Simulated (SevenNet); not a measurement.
## hcp Ru

Computed with the machine-learned potential SevenNet-l3i5 (trained on PBE and PBE+U data).

Cell (relaxed at this level):

```xyz
2
Lattice="2.7343 0.0000 0.0000 -1.3672 2.3680 0.0000 0.0000 0.0000 4.3070" Properties=species:S:1:pos:R:3 pbc="T T T"
Ru     1.3672     0.7893     3.2302
Ru     0.0000     1.5787     1.0767
```

```yaml
lattice_parameter_a: 2.734 Å
lattice_parameter_c: 4.307 Å
volume_per_atom: 13.94 Å³/atom
```

Measured, for comparison: lattice constant a 2.706 Å (293 K, not corrected to a static lattice, our sources range from 2.700 to 2.706; as tabulated in Wikipedia's data pages); lattice parameter c 4.282 Å (293 K, not corrected to a static lattice; as tabulated in Wikipedia's data pages). Computed (rounded) less measured: lattice constant a +1.0 % (+1.0 % to +1.3 % over the range), lattice parameter c +0.6 %.

A machine-learned potential is trained on density-functional data: it inherits that level's misses and adds fitting errors of its own.

Note: the model gives imaginary modes for this phase (in the spectrum interpolated from a supercell).
